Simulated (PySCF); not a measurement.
fluoromethane (CH3F), SMILES FC. Atoms are numbered in the order given.

```xyz
5

C      0.0000     0.0000     0.6348
F      0.0000     0.0000    -0.7523
H      0.8952     0.5169     0.9873
H     -0.8952     0.5169     0.9873
H      0.0000    -1.0337     0.9873
```
Charge 0, spin multiplicity 1.

The structure is a stationary point at r2SCAN-D4/def2-TZVP.

All values below come from PBE0/pcJ-1 run with PySCF.

Isotropic couplings with Fermi-contact, spin-dipole and both spin-orbit terms, one fixed conformer, no vibrational averaging. Isotopes: 13C, 19F, 1H.

Problem. Estimate the spin–spin coupling constants. (The exact figures need the calculation; the answer reports its results.)

Solution. 
```json
[
 {"pair": "C1–F2", "bonds apart": "1", "J (Hz)": "-220.4"},
 {"pair": "C1–H3", "bonds apart": "1", "J (Hz)": "144.8"},
 {"pair": "C1–H4", "bonds apart": "1", "J (Hz)": "144.8"},
 {"pair": "C1–H5", "bonds apart": "1", "J (Hz)": "144.8"},
 {"pair": "F2–H3", "bonds apart": "2", "J (Hz)": "51.0"},
 {"pair": "F2–H4", "bonds apart": "2", "J (Hz)": "51.0"},
 {"pair": "F2–H5", "bonds apart": "2", "J (Hz)": "51.0"},
 {"pair": "H3–H4", "bonds apart": "2", "J (Hz)": "-10.1"},
 {"pair": "H3–H5", "bonds apart": "2", "J (Hz)": "-10.1"},
 {"pair": "H4–H5", "bonds apart": "2", "J (Hz)": "-10.1"}
]
```
